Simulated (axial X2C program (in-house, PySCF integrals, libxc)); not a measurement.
Outer orbitals of LiSi at 2.368 Å, PBE0

All values were computed with an axial X2C code built on PySCF integrals. Spin-free means the one-electron spin-free X2C Hamiltonian; two-component (2c) means X2C with spin–orbit coupling and atomic mean-field two-electron Coulomb and Gaunt terms, so the difference of the two also holds small scalar two-electron terms. Basis: Si dyall-v3z [8s7p2d1f], Li dyall-cv3z [7s8p2d] (cores contracted in-house); Gaussian nuclei, density fitting, unrestricted open shells. Masses: Si 27.977 u, Li 7.016 u.

The distance is close to the 2c PBE0 minimum; the highest filled and lowest empty levels are listed.

Spin-free orbitals, state M_S = 3/2, Λ = 0 (beyond evenly filled blocks: σα, π+α, π-α) (Löwdin shares):

```
symmetry  occupied  ε (eV)             atomic character
      σα       yes  -11.96  72% Si s, 14% Li p, 9% Li s
      σβ       yes   -9.23  72% Si s, 14% Li p, 9% Li s
      σα       yes   -5.39  77% Si p, 14% Li s, 6% Li p
     π-α       yes   -4.63  80% Si p, 15% Li p, 5% Li d
     π+α       yes   -4.63  80% Si p, 15% Li p, 5% Li d
      σβ        no   -1.74  59% Si p, 32% Li s, 5% Li p
      σα        no   -1.60  61% Li s, 33% Li p, 4% Si p
     π-β        no   -1.10  63% Si p, 33% Li p, 3% Li d
     π+β        no   -1.10  63% Si p, 33% Li p, 3% Li d
```

Spinors with spin–orbit coupling (state Ω = 3/2):

```json
{"ω": "1/2", "occupied": "yes", "ε (eV)": "-11.96", "atomic character": "72% Si s, 14% Li p, 9% Li s", "λ mixture": "100% σ"}
{"ω": "-1/2", "occupied": "yes", "ε (eV)": "-9.24", "atomic character": "72% Si s, 14% Li p, 9% Li s", "λ mixture": "100% σ"}
{"ω": "1/2", "occupied": "yes", "ε (eV)": "-5.39", "atomic character": "77% Si p, 14% Li s, 6% Li p", "λ mixture": "100% σ"}
{"ω": "-1/2", "occupied": "yes", "ε (eV)": "-4.64", "atomic character": "80% Si p, 15% Li p, 5% Li d", "λ mixture": "100% π"}
{"ω": "3/2", "occupied": "yes", "ε (eV)": "-4.63", "atomic character": "80% Si p, 15% Li p, 5% Li d", "λ mixture": "100% π"}
{"ω": "-1/2", "occupied": "no", "ε (eV)": "-1.74", "atomic character": "59% Si p, 32% Li s, 5% Li p", "λ mixture": "100% σ"}
{"ω": "1/2", "occupied": "no", "ε (eV)": "-1.60", "atomic character": "61% Li s, 33% Li p, 4% Si p", "λ mixture": "100% σ"}
{"ω": "1/2", "occupied": "no", "ε (eV)": "-1.10", "atomic character": "64% Si p, 33% Li p, 3% Li d", "λ mixture": "100% π"}
{"ω": "-3/2", "occupied": "no", "ε (eV)": "-1.09", "atomic character": "63% Si p, 33% Li p, 3% Li d", "λ mixture": "100% π"}
```

Mulliken charges and populations of the two-component result (they depend on the basis, above all on diffuse functions):

Si -0.46 e (s 5.91 p 8.53 d 0.01), Li 0.46 e (s 2.19 p 0.31 d 0.04). ⟨Lz⟩ = 0.00 ħ and ⟨Sz⟩ = 1.50 ħ (1.27 and 0.23 on the two atoms), which add up to Ω.

Occupations by symmetry block were frozen at the best pattern of an incomplete PBE0 search. Density functionals use the spin component along the axis (collinear). Other states lie close and PBE0, whose exact exchange favours high spin, may order them wrongly; the determinant shown need not be the ground state. The nearest other spin-free determinant of the search, M_S = 1/2, Λ = 1, lies 0.72 eV up at the distance of the search. With several unpaired electrons one determinant need not be a pure state. This is the top spin component of a Σ state; components of lower Ω are not single determinants and can lie lower.
